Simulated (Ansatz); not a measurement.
# C₂H₄O₂: vertical ionisation energy

An exercise on one series of results from a longer session: the logs are not shown, and one member is left open.

The runs use Ansatz 0.2.0, Gaussian basis; unrestricted cation, the program's frozen cores in correlated methods.

Levels to be run: UKS PBE-D4/def2-TZVPP; UKS r2SCAN-D4/def2-TZVPP; UKS PBE0-D4/def2-TZVPP; UKS B3LYP-D4/def2-TZVPP; UKS wB97X-V/def2-TZVPP; UKS wB97M-V/def2-TZVPP; UKS B2PLYP/def2-TZVPP; UHF-CCSD(T)/def2-TZVPP; UHF-MP2/def2-QZVPP; extrapolation to the limit; then −ε(HOMO) from the neutral's earlier runs with LDA (SPW92), PBE-D4, revPBE-D4, BLYP-D4, r2SCAN-D4, B97M-V, PBE0-D4, B3LYP-D4, r2SCANh-D4, r2SCAN0-D4, HSE06-D4, BHLYP-D4, CAM-B3LYP-D4, LC-ωPBE, ωB97X-V, ωB97M-V.

### The geometry

The geometry comes from an earlier relaxation with PBE0-D4 in a triple-zeta def2 set; it is a stationary point, not always the lowest conformer.

SMILES `C=C(O)O`, 8 atoms, charge 0, spin multiplicity 1.

Atoms are counted from 1 here; the program's logs count them from 0.

Bond lengths: C1–C2 1.330 Å, C1–H5 1.079 Å, C1–H6 1.080 Å, C2–O3 1.340 Å, C2–O4 1.354 Å, O3–H7 0.963 Å, O4–H8 0.961 Å. Angles: C2–C1–H5 119.9°, C2–C1–H6 120.8°, H5–C1–H6 119.3°, C1–C2–O3 123.4°, C1–C2–O4 126.2°, O3–C2–O4 110.4°, C2–O3–H7 108.1°, C2–O4–H8 109.1°.

The first run:

File in.yaml:

```yaml
crystal:
  periodic: [false, false, false]
  atoms:
    - {symbol: C, position_ang: [-0.861889, 0.309230, -0.656581]}
    - {symbol: C, position_ang: [0.226356, 0.062695, 0.067551]}
    - {symbol: O, position_ang: [1.269637, 0.899839, 0.139366]}
    - {symbol: O, position_ang: [0.450105, -1.036752, 0.824647]}
    - {symbol: H, position_ang: [-0.934017, 1.222954, -1.225146]}
    - {symbol: H, position_ang: [-1.679721, -0.396071, -0.683778]}
    - {symbol: H, position_ang: [1.929712, 0.505158, 0.718789]}
    - {symbol: H, position_ang: [-0.307985, -1.624252, 0.759253]}
basis:
  gaussian: {orbitals: def2-TZVPP}
total_charge: 1
magnetization: {spin_polarized: true, initial_magnetization: 1}
hamiltonian: {xc: pbe, dispersion: d4}
```

Among the steps run: Cation, UKS PBE-D4/def2-TZVPP; Cation, UKS r2SCAN-D4/def2-TZVPP; Cation, UKS PBE0-D4/def2-TZVPP; Cation, UKS B3LYP-D4/def2-TZVPP; Cation, UKS wB97X-V/def2-TZVPP; Cation, UKS wB97M-V/def2-TZVPP; Cation, UKS B2PLYP (frozen core)/def2-TZVPP; Cation, UHF-CCSD(T)/def2-TZVPP; Cation, UHF-MP2/def2-QZVPP.

One of the session's tables, all rows but one given; the rest of the session is left out.

It belongs to the step «Ionisation energies side by side». For comparison, −ε(HOMO) of the neutral from earlier runs:

```
  functional  −ε(HOMO) (eV)
 LDA (SPW92)           5.28
      PBE-D4           5.08
   revPBE-D4           5.01
     BLYP-D4           4.97
   r2SCAN-D4           5.30
      B97M-V           5.33
     PBE0-D4           6.32
    B3LYP-D4           6.12
  r2SCANh-D4           5.77
  r2SCAN0-D4           6.47
    HSE06-D4           5.92
    BHLYP-D4              ?
CAM-B3LYP-D4           7.71
     LC-ωPBE           9.06
     ωB97X-V           8.68
     ωB97M-V           8.59
```

Q: Estimate the row for BHLYP-D4 from the others.

Worked estimate for «−ε(HOMO) (eV)». Against the share of exact exchange, BLYP-D4 (0, 4.97), B3LYP-D4 (0.2, 6.12) give a slope of 5.75 per unit share; at 0.5 the line stands at 7.84.

As computed: −ε(HOMO) (eV): 7.44. In «−ε(HOMO) (eV)» the line misses by +0.40.

To keep in mind: The cation may have settled in a state other than its lowest; no search over hole states beyond the program's own was made.
